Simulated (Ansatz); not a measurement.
A calculation with Ansatz (development build ahead of 0.2.0).

```yaml
crystal:
  periodic: [false, false, false]
  atoms:
    - { symbol: Al, position_ang: [-0.04019, 0.02489, -0.79521] }
    - { symbol: H, position_ang: [0.04447, -0.02154, 0.80385] }
basis:
  gaussian: { orbitals: def2-SVP }
total_charge: 1
magnetization:
  spin_polarized: true
  initial_magnetization: 1
hamiltonian:
  xc: hf
correlation:
  method: ccsd_t
  frozen_orbitals: { Al: 5, H: 0 }
scf:
  omitted_lower_state_checks: [starts, atomic_configurations, cluster_reference, orbital_swaps, given_window_search, neighbouring_geometries, increment]
```

The input is written out in the form of the current development build from the run's settings.

Output:

| Quantity | Value |
| --- | --- |
| Converged | yes |
| Reference energy | -242.10727 hartree |
| Correlation energy | -0.04081 hartree |
| Total energy | -242.14808 hartree |
| Stability test | minimum |
